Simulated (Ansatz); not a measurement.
The input, for Ansatz 0.2.0:

```yaml
crystal:
  periodic: [false, false, false]
  atoms:
    - {symbol: Ga, position_ang: [0.000000, 0.000000, 0.000000]}
    - {symbol: Li, position_ang: [0.000000, 0.000000, 2.289000]}
basis:
  gaussian: {orbitals: aug-cc-pVTZ}
correlation: {method: fci, electrons: outside_noble_gas}
```

```sh
$ ansatz run in.yaml --threads 1 --pin off --events-out ev --progress --plain --max-ram 2393MiB
```

Output:

```
1079 factors; integrals over basis functions are off by at most 1.9e-7 eV
mean field evaluation 1: about -52535.7508 eV, gradient 4.5e0 eV
mean field evaluation 2: about -52535.7713 eV, gradient 4.6e0 eV
mean field evaluation 4: about -52536.2717 eV, gradient 1.4e0 eV
mean field evaluation 8: about -52536.3039 eV, gradient 1.3e-1 eV
mean field evaluation 16: about -52528.4627 eV, gradient 1.6e1 eV
mean field evaluation 32: about -52535.2978 eV, gradient 1.1e0 eV
mean field evaluation 64: about -52535.2607 eV, gradient 2.0e0 eV
mean field evaluation 96: about -52536.3292 eV, gradient 3.3e-1 eV
mean field -52536.30449691 eV, -1930.6735798754 hartree, gradient 1.3e-6 eV, S^2 0.000000; 10 other end points of the search recorded, 0 dependent functions left out; unrestricted orbitals would lower it
determinant -52536.30449691 eV, -1930.6735798754 hartree, with singles and doubles -52538.59478005 eV, -1930.7577462283 hartree
determinant -52535.31451919 eV, -1930.6371988651 hartree, with singles and doubles -52537.81508542 eV, -1930.7290929793 hartree
15 core orbitals not correlated: weight in the atoms' cores, before any rotation towards them, 1.000 or more for the frozen orbitals, at most 0.000 for the correlated occupied ones
reference -52536.30449691 eV, -1930.6735798754 hartree; 2, 2 occupied and 88, 88 virtual orbitals, 1079 factors
state -52538.66669336 eV, -1930.7603889938 hartree
Total energy: -52538.66669336 eV, -1930.7603889938 hartree
```

Natural occupations: 1.9030 1.6904 0.1313 0.1313 0.0574 0.0238 0.0238 0.0102 0.0065 0.0059 0.0059 0.0022 0.0014 0.0014 0.0010 0.0006 0.0006 0.0004 0.0004 0.0004 0.0003 0.0003 0.0002 0.0002.

Ran on 1 thread of Arm Neoverse V2, shared host: 95 s wall, 0.71 GiB peak host memory.
